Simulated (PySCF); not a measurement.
SiO⁺ at PBE0

Computed with PBE0; PySCF, no relativity, basis sets Si def2-TZVP, O def2-TZVP.

| Item | Value |
| --- | --- |
| state | quartet, unpaired electrons σ ↑, π ↑↑, a mixture of terms (⟨Lz²⟩ = 2.0), a second solution, started from another occupation |
| bond length | 1.714 Å |
| harmonic wavenumber | 703 cm⁻¹ |
| force constant | 2.96 mdyn/Å |
| rotational constant Be | 0.5641 cm⁻¹ |
| anharmonicity ωexe | 14.1 cm⁻¹ |
| vibration–rotation constant αe | 0.00949 cm⁻¹ |
| energy of the minimum from ground-state Si⁺ + O | -0.94 eV |
| bond order (Mayer) | 1.37 |
| dipole moment (positive dipole points towards O; it is taken about the centre of mass and depends on that origin) | -2.95 D |

For an ion De counts to the pair picked by the measured ionisation energies or electron affinities, which need not be the lowest pair at this level. Counting both spins, an empty level lies below a filled one in this solution, because spin and occupation are held.
